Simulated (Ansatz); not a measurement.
System: NF$_{3}$, charge 0, singlet. NF3 (SMILES FN(F)F).
B3LYP-D3(BJ)/def2-TZVP minimum from Ansatz (a quantum-chemistry and plane-wave program):
```xyz
4

N     -0.0011     0.0133     0.4825
F      0.0003     1.2327    -0.1591
F      1.0712    -0.6215    -0.1057
F     -1.0707    -0.6215    -0.1104
```

Hartree-Fock and CCSD correlation energies in hartree (Ansatz). UHF or UKS for unpaired electrons; spin-orbit terms are left out. Cores are frozen in correlated methods. No relativity.

```json
[
 {"basis": "cc-pVTZ", "X": "3", "E(HF)": "-352.67373", "E(corr, CCSD)": "-0.97026"},
 {"basis": "cc-pVQZ", "X": "4", "E(HF)": "-352.70301", "E(corr, CCSD)": "-1.04853"},
 {"basis": "cc-pV5Z", "X": "5", "E(HF)": "-352.71098", "E(corr, CCSD)": "withheld"}
]
```

Q: Fit E(corr) = E∞ + A/X³ to X = 3 and 4, predict X = 5, and compare with the run.

A: A = (-0.97026 - (-1.04853))/(1/27 - 1/64) = 3.6554; E∞ = -1.04853 - A/64 = -1.10565; at X = 5, E∞ + A/125 = -1.07640. The run gave -1.07793, 1.53 mEh below the prediction. The same form on X = 4 and 5 gives E∞ = -1.10878, 3.13 mEh below the first estimate.
